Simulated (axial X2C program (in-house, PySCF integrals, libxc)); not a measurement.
## Bond lengths and stretching modes, held linear, of PCN⁻

Calculated with an in-house all-electron X2C program for linear molecules (integrals from PySCF): two-component X2C with atomic mean-field Coulomb and Gaunt terms, Gaussian nuclei, basis P dyall-v3z, C dyall-v3z, N dyall-av3z with contracted cores. Spin-free rows use the one-electron spin-free X2C Hamiltonian.

Masses P 30.974, C 12.000, N 14.003 u. States: 2c Ω = 3/2 (beyond evenly filled blocks: ω = 3/2); spin-free M_S = 1/2, Λ = 1 (beyond evenly filled blocks: π+α, π+β, π-α).

PBE0, spin-free: energies above the lowest point

```
r(P–C) (Å)  r(C–N) (Å)  E (meV)
    1.6887      1.1495    69.89
    1.6887      1.1790    20.37
    1.6887      1.2085    55.85
    1.7320      1.1495    39.98
    1.7320      1.1790     0.00
    1.7320      1.2085    45.49
    1.7320      1.2380   160.10
    1.7753      1.1495    53.49
    1.7753      1.1790    21.91
    1.7753      1.2085    76.24
    1.8186      1.1790    76.86
    1.8186      1.2380   271.04
```

Task: Fit a quadratic surface with cubic terms in each bond: where is the minimum, and what are the two stretching wavenumbers?

Result: At PBE0, spin-free: bonds 1.730 and 1.177 Å; harmonic stretches 655.7 and 2032.2 cm⁻¹; force constants 3.63, 15.8 and coupling 1.11 mdyn/Å.

The other levels and Hamiltonians give:

```json
{"Hamiltonian": "2c", "level": "PBE0", "r(P–C) (Å)": "1.730", "r(C–N) (Å)": "1.177", "lower stretch (cm⁻¹)": "655.4", "upper stretch (cm⁻¹)": "2032.7"}
{"Hamiltonian": "2c", "level": "HF", "r(P–C) (Å)": "1.771", "r(C–N) (Å)": "1.148", "lower stretch (cm⁻¹)": "582.1", "upper stretch (cm⁻¹)": "2089.1"}
{"Hamiltonian": "2c", "level": "r2SCAN", "r(P–C) (Å)": "1.720", "r(C–N) (Å)": "1.186", "lower stretch (cm⁻¹)": "670.0", "upper stretch (cm⁻¹)": "1977.9"}
{"Hamiltonian": "spin-free", "level": "HF", "r(P–C) (Å)": "1.771", "r(C–N) (Å)": "1.148", "lower stretch (cm⁻¹)": "582.4", "upper stretch (cm⁻¹)": "2088.3"}
{"Hamiltonian": "spin-free", "level": "r2SCAN", "r(P–C) (Å)": "1.720", "r(C–N) (Å)": "1.186", "lower stretch (cm⁻¹)": "670.3", "upper stretch (cm⁻¹)": "1977.3"}
```

Each state is one determinant, the lowest of a limited PBE0 search; the stretches come from a fit to these few points and carry an uncertainty of a few per cent. Other orders of the atoms were not compared. Left out for rough or failed fits: MP2 2c, MP2 spin-free. For an anion the highest level of a functional can be positive, and the basis then holds the extra electron. The molecule was held linear; bending was not examined, so a bent shape may lie lower. Note: functional without a current term on a determinant with orbital currents, of the molecule or an atom.
